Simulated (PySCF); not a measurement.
Polarisability of `C=C[C@H](C)[NH2+]C`

Species: C₅H₁₂N (charge +1).
Cartesian coordinates in Å at the GFN2-xTB level; atoms count from 1:
```
atom  x, y, z in Å
C1     2.542    0.354    0.741
C2     1.612    0.098   -0.160
C3     0.192   -0.256    0.184
C4    -0.194   -1.609   -0.392
N5    -0.709    0.822   -0.383
C6    -2.096    0.818    0.119
H7     2.336    0.337    1.799
H8     3.555    0.574    0.457
H9     1.849    0.096   -1.216
H10    0.056   -0.248    1.270
H11    0.500   -2.359   -0.022
H12   -1.192   -1.913   -0.093
H13   -0.127   -1.607   -1.478
H14   -0.715    0.712   -1.405
H15   -0.277    1.731   -0.175
H16   -2.096    0.933    1.201
H17   -2.658    1.639   -0.322
H18   -2.586   -0.117   -0.137
```

Level: CAM-B3LYP/def2-SVPD (PySCF), static field, nuclei fixed, core orbitals frozen in the response. The polarisability tensor in these axes (au):

```
x   76.76  1.04  6.66
y    1.04 58.79  2.25
z    6.66  2.25 59.57
```

**Question.** Give the principal values, the mean and the anisotropy Δα = √{½[(α1 − α2)² + (α2 − α3)² + (α1 − α3)²]}.

**Answer.** Principal values 56.05, 59.88 and 79.18 au; mean 65.04 au = 9.64 Å³ = 10.72 × 10⁻⁴⁰ C²·m²/J; Δα = 21.46 au (33 % of the mean).

**Question.** What depolarisation ratio follows for Rayleigh scattering of linearly polarised light, taking the static tensor?

**Answer.** ρ = 3Δα²/(45ᾱ² + 4Δα²) = 1382.2/(190350 + 1842.9) = 0.00719.

**Question.** Directions of the eigenvectors, and the extent of the frame along each?

**Answer.** Largest value along (0.94, 0.08, 0.33), where the nuclei span 6.03 Å; middle along (-0.25, 0.82, 0.51), 3.98 Å; least along (-0.23, -0.57, 0.79), 2.72 Å. The response follows the extents in order.

**Question.** In TDDFT the mean static polarisability is Σ f/ω² over all singlet excitations (ω in hartree). How much of it do the 8 lowest give? Their energies (eV) and oscillator strengths: 7.32, 0.1234; 7.76, 0.3677; 8.13, 0.0078; 8.21, 0.0153; 8.75, 0.0351; 8.84, 0.0038; 9.35, 0.0016; 9.38, 0.0206.

**Answer.** They add up to 7.04 au, 10.8 % of the 65.04 au; the largest single term is 4.52 au, from the state at 7.76 eV. Terms in order: 1.70, 4.52, 0.09, 0.17, 0.34, 0.04, 0.01, 0.17 au. Higher excitations give the rest. The strengths listed sum to 0.575.

**Question.** Traceless (Buckingham) quadrupole moment about the centre of nuclear charge: eigenvalues?

**Answer.** -5.57, -4.99, 10.56 D·Å. The values depend on the origin, since the species is charged. The electronic extent ⟨r²⟩ about the same centre is 738 bohr², a root-mean-square distance of 2.08 Å for the 48 electrons.

The structure is a single GFN2-xTB conformer in the gas phase; no vibrational or solvent corrections.
